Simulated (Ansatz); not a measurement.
Reaction (SMILES): FC(F)(F)F + 4 [H][H] (H2) → C (CH4) + 4 F (HF)
B3LYP-D3(BJ)/def2-TZVP geometries, fixed; electronic energies without zero-point terms.

Basis-set convergence of the energy of full hydrogenation at PBE0 with Ansatz (a program for electronic structure). All functions are spherical. The program fits the integrals of some runs and decomposes those of others, by size. No added dispersion term, no relativity. Functions are those of the species that has most. Reference: the value in aug-cc-pVQZ, -69.03 kcal/mol, itself unsure by roughly 0.42 kcal/mol (its mean distance from def2-QZVPPD, pcseg-3, def2-QZVPP). Deviations are taken from unrounded values.

| basis | functions | energy of full hydrogenation (kcal/mol) | minus reference (kcal/mol) |
|---|---|---|---|
| STO-3G | 25 | 56.35 | 125.38 |
| 3-21G | 45 | 12.17 | 81.20 |
| pcseg-0 | 45 | -17.28 | 51.75 |
| def2-SVP | 70 | -39.80 | 29.23 |
| 6-311G** | 90 | -53.93 | 15.10 |
| 6-311+G** | 110 | -74.71 | -5.68 |
| def2-TZVPPD | 197 | -69.92 | -0.89 |
| aug-cc-pVTZ | 230 | -68.91 | 0.12 |
| cc-pVQZ | 275 | -65.13 | 3.90 |
